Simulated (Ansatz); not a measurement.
Process, species as SMILES: FB(F)F → F[B]F + F atom
B3LYP-D3(BJ)/def2-TZVP geometries, fixed; electronic energies without zero-point terms.

Basis-set convergence of the bond dissociation energy at HF with Ansatz (a quantum-chemistry and plane-wave program). All functions are spherical. Open shells are unrestricted. No added dispersion term, no relativity. Functions are those of the species that has most. Reference: the value in pcseg-4, 133.19 kcal/mol, itself unsure by roughly 0.17 kcal/mol (its mean distance from aug-pcseg-3, aug-cc-pVQZ, cc-pV5Z). Deviations are taken from unrounded values.

```
basis            functions  bond dissociation energy (kcal/mol)  minus reference (kcal/mol)
---------------  ---------  -----------------------------------  --------------------------
def2-SVP                56                               135.62                        2.43
aug-cc-pVDZ             92                               129.73                       -3.46
aug-pcseg-1             92                               132.93                       -0.26
def2-TZVPP             124                               132.94                       -0.25
jun-cc-pV(T+d)Z        156                               133.00                       -0.19
aug-cc-pVTZ            184                               133.11                       -0.08
aug-pcseg-2            184                               133.77                        0.58
def2-QZVPP             228                               133.05                       -0.14
aug-cc-pVQZ            320                               133.13                       -0.06
aug-pcseg-3            340                               133.54                        0.35
```

The smallest set listed that lies within 2 kcal/mol of the reference with all its larger relatives (same family, alike in diffuse functions; a set with none counts only in the reference's own line) is aug-pcseg-1 (92 functions, -0.26 kcal/mol off).
